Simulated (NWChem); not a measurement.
System: Cl, doublet

Computed with NWChem. Pople sets run with spherical d functions. Spin-unrestricted. The open p shell is one determinant without spherical averaging. No stability test was run on the SCF state. Fermi-contact couplings, non-relativistic, static geometry.

For level TPSSh/pcJ-1:

| Quantity | Result |
|---|---|
| A(iso) 35Cl atom 1 (MHz) | 7.9 |

Task: What are these values for level TPSSh/6-31G*?

Result: The A(iso) 35Cl atom 1 (MHz) is 58.6.
